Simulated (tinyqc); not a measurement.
Stretching all distances: RHF, UHF, MP2, CISD and CCSD against full CI in the sto-6g basis, for H2O, spin multiplicity 1. Computed by the program tinyqc with PySCF. All coordinates are multiplied by the scale. c0^2 is the weight of the RHF determinant in the lowest singlet FCI state (UHF is spin-contaminated and may lie near states of higher spin) and n(LUMO) the first natural occupation beyond the occupied space.

Geometry (angstrom):
```
atom       x        y       z
O     0.0000   0.0000  0.0000
H     0.0000   0.7090  0.5610
H     0.0000  -0.7090  0.5610
```

Full CI energy (hartree) and errors against it (kcal/mol):
```
scale   distance 1-2 (angstrom)      E(FCI)       RHF      UHF      MP2     CISD     CCSD  <S^2> UHF    c0^2  n(LUMO)
0.8800                   0.7956  -75.596159   20.7359  20.7359   5.1844   0.1607   0.0385     0.0000  0.9866   0.0140
1.1200                   1.0126  -75.736841   36.2303  36.2303  10.6057   0.6478   0.0923     0.0000  0.9661   0.0339
1.3700                   1.2386  -75.688696   62.1765  62.1765  20.2567   2.5756   0.2681     0.0000  0.9173   0.0864
1.8500                   1.6726  -75.538313  145.0887  38.6615  50.1237  18.2995  -0.0747     1.6148  0.6973   0.3446
2.0900                   1.8896  -75.494987  199.5033  18.0953  65.5214  32.7230  -5.3510     1.8345  0.5407   0.5380
```

Estimate the missing row, scale = 1.61.

Computed row:
```
scale   distance 1-2 (angstrom)      E(FCI)      RHF      UHF      MP2    CISD    CCSD  <S^2> UHF    c0^2  n(LUMO)
1.6100                   1.4556  -75.607320  98.2297  64.0610  33.7208  7.7988  0.5688     1.1031  0.8296   0.1863
```

UHF parts from RHF first at scale 1.61 of those listed, where <S^2> leaves zero. The weight c0^2 goes from 0.99 to 0.54 and n(LUMO) from 0.01 to 0.54: static correlation grows as the bonds break into open-shell fragments. The spread of the error along the curve, which distorts its shape, is CCSD 5.9, CISD 32.6, UHF 46.0, MP2 60.3, RHF 178.8 kcal/mol. Below FCI somewhere: CCSD, as non-variational methods may be.
